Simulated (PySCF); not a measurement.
CH3SiCl3, optimised at B3LYP/6-31G*:

```xyz
8

C     -1.0563    -0.1696     0.0189
Si     0.7812     0.1215    -0.0253
Cl     1.6591    -1.0234    -1.5030
Cl     1.1891     2.1091    -0.4101
Cl     1.6364    -0.3822     1.7859
H     -1.2673    -1.2244     0.2234
H     -1.5169     0.4396     0.8036
H     -1.5050     0.0986    -0.9432
```

Energies from PySCF (xtb for GFN2), thermal terms from the rigid-rotor harmonic-oscillator model, ideal gas at 1 bar. 6-31G* has spherical d functions here. All species are closed-shell singlets. B3LYP is the form with VWN-RPA correlation.

List the harmonic frequencies (cm⁻¹, unscaled) at this level and at the other levels, each on its own geometry.


- B3LYP/6-31G*: 154, 154, 168, 217, 217, 230, 434, 570, 570, 747, 847, 847, 1338, 1482, 1482, 3061, 3146, 3146
- GFN2-xTB: 101, 121, 121, 176, 176, 188, 401, 500, 501, 749, 841, 842, 1377, 1461, 1461, 3043, 3043, 3047
- HF/6-31G*: 167, 167, 178, 234, 234, 249, 470, 613, 613, 791, 912, 912, 1469, 1593, 1593, 3205, 3287, 3287
- PBE/def2-SVP: 146, 146, 157, 206, 206, 220, 433, 573, 573, 736, 789, 789, 1222, 1372, 1372, 2986, 3095, 3096
- PBE0/def2-TZVP: 152, 152, 166, 216, 216, 231, 450, 582, 582, 763, 812, 812, 1282, 1440, 1440, 3059, 3153, 3154
